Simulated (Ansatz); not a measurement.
## Ansatz (development build ahead of 0.2.0) run

```yaml
crystal:
  periodic: [false, false, false]
  atoms:
    - { symbol: C, position_ang: [0.0, 0.0, -1.33] }
    - { symbol: C, position_ang: [0.0, 0.0, 0.0] }
    - { symbol: "N", position_ang: [0.0, 0.0, 1.12575] }
basis:
  gaussian: { orbitals: def2-SVP }
magnetization:
  initial_magnetization: 1
hamiltonian:
  xc: hf
correlation:
  method: mp2
  frozen_orbitals: { C: 1, "N": 1 }
```

The input is written out in the form of the current development build from the run's settings. Correlation on restricted open-shell orbitals is semicanonical, with singles.

Results

```json
{
  "Converged": "yes",
  "Reference energy": "-129.88892 hartree",
  "Correlation energy": "-0.35062 hartree",
  "Total energy": "-130.23953 hartree",
  "Spin squared of the determinant": "0.750",
  "Stability test": "minimum among restricted orbitals",
  "Occupied orbitals by symmetry in an Abelian subgroup (alpha; beta)": "7 A1 2 B1 1 B2; 7 A1 1 B1 1 B2"
}
```

Messages of the program:
```
mean field -3534.45746141 eV, -129.8889159655 hartree, gradient 4.4e-6 eV, S^2 0.750000; 4 other ends of a descent, 0 dependent functions left out
```
